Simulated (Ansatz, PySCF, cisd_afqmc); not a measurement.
System: C2H, charge 0, doublet. C2H (SMILES [C]#C, doublet).
B3LYP-D3(BJ)/def2-TZVP minimum from Ansatz (a first-principles code):
```
C
C 1 1.2000
H 1 1.0642 2 180.00
```
Charge 0, spin multiplicity 2.

Atomisation energy term by term, kcal/mol (programs: Ansatz, cisd_afqmc). UHF or UKS for unpaired electrons; spin-orbit terms are left out. Cores are frozen in correlated methods. Rows without X2C or -DK are non-relativistic. AFQMC/CISD: phaseless, guided by CISD from CCSD amplitudes; bars are statistical, one sigma. Outlying blocks are dropped, and bars are widened where a walk drifts. Over all cases where full CI ran beside it in this data, AFQMC minus full CI had a median of +0.1 mEh and passed +0.4 mEh in a tenth of the cases. CBS(X,Y): correlation extrapolated as X^-3, Hartree-Fock from the larger set (Q,5: extrapolated as (X+1)exp(-9√X)). A bracket is a step between two methods taken in the basis named. 'core' is core correlation in cc-pwCVTZ, 'X2C' scalar relativity in cc-pVTZ-DK, both at CCSD(T). Where a partner has so few electrons that a lower coupled-cluster level is exact, that level stands in. The UHF reference of C2H ([C]#C, doublet) is spin-contaminated (<S^2> up to 0.36 over the pure value in the sets run).

```
term                                                          basis  kcal/mol
-----------------------  ------------------------------------------  --------
Hartree-Fock                                   CBS(cc-pVQZ,cc-pV5Z)    185.78
CCSD correlation                               CBS(cc-pVQZ,cc-pV5Z)     69.98
(T)                                            CBS(cc-pVQZ,cc-pV5Z)      7.28
CCSDT(Q) - CCSD(T)                                          cc-pVTZ      0.97
CCSDTQ - CCSDT(Q)                                           cc-pVDZ     -0.04
core correlation                                          cc-pwCVTZ      2.00
scalar relativity                                   X2C, cc-pVTZ-DK     -0.27
minus zero-point energy  Hessian by PySCF at B3LYP-D3(BJ)/def2-TZVP     -8.85
sum: D0                                                                 256.9
```

The step beyond CCSD(T) by other levels: CCSDTQ in cc-pVDZ 1.12; AFQMC/CISD in cc-pVDZ 0.02 ± 0.28; CCSDT(Q) in cc-pVDZ 1.16; AFQMC/CISD in cc-pVTZ 0.28 ± 0.26 kcal/mol.
